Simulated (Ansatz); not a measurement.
Compare A (`CC#COC`) with its isomer B (`C/C=C\C=O`).

Isolated molecules relaxed with PBE0-D4/def2-TZVP in Ansatz; ΔE leaves out vibrations. CCSD(T)/CBS is the MP2 limit (def2-TZVPP, def2-QZVPP) plus CCSD(T) − MP2 in def2-TZVPP, frozen cores. Functionals use def2-TZVPP. B3LYP here is the variant with VWN-RPA as its local correlation; programs differ in this. Each species was taken in one conformer, which may not be the lowest.

A:

```xyz
11

C    -2.349   -0.485    0.024
C    -0.908   -0.431    0.207
C     0.281   -0.402    0.369
O     1.564   -0.398    0.567
C     2.269    0.622   -0.144
H    -2.860    0.278    0.616
H    -2.740   -1.460    0.327
H    -2.620   -0.334   -1.025
H     2.130    0.497   -1.220
H     3.319    0.503    0.116
H     1.914    1.609    0.163
```

B:

```xyz
11

C     1.3808   -0.1728    0.5107
C     0.0202    0.3390    0.8235
C    -1.0715    0.3216    0.0515
C    -1.1410   -0.2257   -1.3018
O    -2.1490   -0.2212   -1.9673
H     1.6750   -0.9244    1.2501
H     1.4684   -0.6145   -0.4799
H     2.1113    0.6385    0.5915
H    -0.0826    0.7828    1.8121
H    -2.0037    0.7370    0.4218
H    -0.2080   -0.6603   -1.7122
```

Task: Which is lower in electronic energy at CCSD(T)/CBS, and by how much? (Estimate.)

Result: Ansatz gave: B, by 169.8 kJ/mol.

Task: Give E(B) − E(A) in kJ/mol with MP2/def2-TZVPP, HF/def2-TZVPP, B2PLYP, PBE0-D4, CCSD(T)/def2-TZVPP, B3LYP, PBE-D4. (Estimate.)

Result: Ansatz gave: MP2/def2-TZVPP -163.4, HF/def2-TZVPP -166.2, B2PLYP -167.1, PBE0-D4 -171.3, CCSD(T)/def2-TZVPP -170.9, B3LYP -167.7, PBE-D4 -174.1. None reverses the order clearly.

Largest T1 diagnostic: 0.014.

The D4 term adds −3.9 kJ/mol with B3LYP and −2.0 kJ/mol with PBE0; it sums over pairs of atoms, weighted by their polarisabilities, and B3LYP, whose exchange is more repulsive, gets the larger term.
